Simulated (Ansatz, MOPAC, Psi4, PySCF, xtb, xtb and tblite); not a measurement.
Internal rotation in formic acid, SMILES O=CO, singlet. Scanned: dihedral O3–C2–O1–H4; all other coordinates were relaxed at B3LYP-D3(BJ)/def2-SVP. Points at φ and −φ are mirror images.

Geometry of the scan point at 80° (Å):
```
5

O     -0.7934    -0.5616    -0.1127
C      0.4421     0.0104    -0.0246
O      0.6458     1.1857     0.0026
H     -1.1226    -0.5583    -1.0235
H      1.2428    -0.7512     0.1266
```

Levels: GFN2-xTB, on its own relaxed geometries (the stored frames are those of B3LYP-D3(BJ)/def2-SVP) (xtb and tblite); B3LYP/def2-TZVP // B3LYP-D3(BJ)/def2-SVP (Psi4); B3LYP-D3(BJ)/def2-TZVP // B3LYP-D3(BJ)/def2-SVP (Psi4); PBE/def2-TZVP // B3LYP-D3(BJ)/def2-SVP (Psi4); PBE-D3(BJ)/def2-TZVP // B3LYP-D3(BJ)/def2-SVP (Psi4); wB97X-D/def2-TZVP // B3LYP-D3(BJ)/def2-SVP (Psi4); RHF/cc-pVTZ // B3LYP-D3(BJ)/def2-SVP (Ansatz, a program for electronic structure); MP2/cc-pVTZ = MP2 on RHF/cc-pVTZ, frozen core // B3LYP-D3(BJ)/def2-SVP in Ansatz; CCSD/cc-pVTZ = CCSD on RHF/cc-pVTZ, frozen core // B3LYP-D3(BJ)/def2-SVP (Ansatz); CCSD(T)/cc-pVTZ = Ansatz with CCSD(T) on RHF/cc-pVTZ, frozen core // B3LYP-D3(BJ)/def2-SVP; PM7, restricted, heats of formation // B3LYP-D3(BJ)/def2-SVP (MOPAC); PM3, restricted, heats of formation // B3LYP-D3(BJ)/def2-SVP (MOPAC); GFN1-xTB // B3LYP-D3(BJ)/def2-SVP (xtb); RKS-B3LYP/6-31G* = PySCF with restricted B3LYP/6-31G*, spherical d // B3LYP-D3(BJ)/def2-SVP; RKS-B3LYP/LANL2DZ = restricted B3LYP/LANL2DZ // B3LYP-D3(BJ)/def2-SVP (PySCF); RKS-BP86/6-31G* = restricted BP86/6-31G*, spherical d // B3LYP-D3(BJ)/def2-SVP run with PySCF 2.14.0; RHF/6-31G* = restricted Hartree-Fock/6-31G*, spherical d // B3LYP-D3(BJ)/def2-SVP run with PySCF.

Least-squares fit of E(φ) = a0 + Σ (a_n cos nφ + b_n sin nφ), n = 1 to 4, to the 18 scan points, in kJ/mol above the lowest point of each profile (levels whose profile four harmonics don't fit are not listed):

```
method                     a0      a1    b1      a2    b2     a3    b3    a4    b4  rms of fit
----------------------  -----  ------  ----  ------  ----  -----  ----  ----  ----  ----------
GFN2-xTB                36.87  -14.15  0.00  -23.18  0.00  -0.67  0.00  1.31  0.00        0.13
B3LYP/def2-TZVP         31.63   -8.53  0.00  -22.97  0.00  -0.48  0.00  0.48  0.00        0.06
B3LYP-D3(BJ)/def2-TZVP  31.68   -8.57  0.00  -22.98  0.00  -0.49  0.00  0.48  0.00        0.06
PBE/def2-TZVP           32.54   -8.10  0.00  -24.63  0.00  -0.34  0.00  0.70  0.00        0.09
PBE-D3(BJ)/def2-TZVP    32.57   -8.12  0.00  -24.64  0.00  -0.34  0.00  0.70  0.00        0.09
wB97X-D/def2-TZVP       31.79   -8.70  0.00  -22.87  0.00  -0.56  0.00  0.44  0.00        0.06
RHF/cc-pVTZ             30.69   -9.53  0.00  -20.30  0.00  -0.90  0.00  0.07  0.00        0.04
MP2/cc-pVTZ             32.21   -8.93  0.00  -22.98  0.00  -0.56  0.00  0.35  0.00        0.04
CCSD/cc-pVTZ            30.75   -8.75  0.00  -21.49  0.00  -0.69  0.00  0.26  0.00        0.03
CCSD(T)/cc-pVTZ         31.22   -8.75  0.00  -22.10  0.00  -0.62  0.00  0.33  0.00        0.04
PM7                     29.26  -18.42  0.00  -11.69  0.00   0.57  0.00  0.31  0.00        0.04
PM3                     24.68  -12.51  0.00  -12.56  0.00   0.10  0.00  0.25  0.00        0.06
GFN1-xTB                36.04  -15.74  0.00  -20.34  0.00  -0.42  0.00  0.57  0.00        0.07
RKS-B3LYP/6-31G*        35.16  -10.29  0.00  -24.63  0.00  -0.67  0.00  0.56  0.00        0.07
RKS-B3LYP/LANL2DZ       32.97  -12.25  0.00  -21.03  0.00  -0.04  0.00  0.50  0.00        0.10
RKS-BP86/6-31G*         36.03   -9.94  0.00  -26.22  0.00  -0.50  0.00  0.81  0.00        0.11
RHF/6-31G*              34.21  -11.85  0.00  -21.38  0.00  -1.03  0.00  0.09  0.00        0.04
```
